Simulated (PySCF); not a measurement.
Magnesium: a sound run and one with changed settings

Sound run: Mg [Ne] 3s2, Mg⁺ [Ne] 3s1. All numbers are calculated (PySCF 2.14, scalar relativity by spin-free X2C-1e, in jorge-DZP-DKH (7s4p1d, 24 functions)). In the sound run the correlated levels freeze [Ne]. The sound run starts from symmetry-adapted Hartree-Fock orbitals and uses a fine grid where one is needed.

Changed run: no relativity, point nucleus. This setting is unsound on purpose.

| species | method | sound run (hartree) | changed run (hartree) | converged |
| --- | --- | --- | --- | --- |
| Mg | UHF | -199.91307 | -199.57202 | yes |
| Mg | BP86 | -200.39427 | -200.04947 | yes |
| Mg | PBE0 | -200.27044 | -199.92720 | yes |
| Mg | MP2 | -199.93396 | -199.59292 | yes |
| Mg | CCSD(T) | -199.94581 | -199.60481 | yes |
| Mg⁺ | UHF | -199.67014 | -199.32952 | yes |
| Mg⁺ | BP86 | -200.11040 | -199.76610 | yes |
| Mg⁺ | PBE0 | -199.99260 | -199.64983 | yes |

Ionisation energy of Mg:

| method | sound run (eV) | changed run (eV) |
| --- | --- | --- |
| UHF | 6.610 | 6.599 |
| BP86 | 7.724 | 7.711 |
| PBE0 | 7.561 | 7.547 |
| MP2 | 7.179 | 7.168 |
| SCS-MP2 | 7.293 | 7.281 |
| CCSD | 7.501 | 7.491 |
| CCSD(T) | 7.501 | 7.491 |
| CCSDT | 7.501 | 7.491 |
| FCI | 7.501 | 7.491 |

Most of the change in total energy is the relativistic energy itself. On top of that the contraction fixes the core shape for the Hamiltonian it was made with, so the changed run is not a good calculation with the other Hamiltonian either.

For comparison, NIST gives 7.646 eV between the lowest levels.
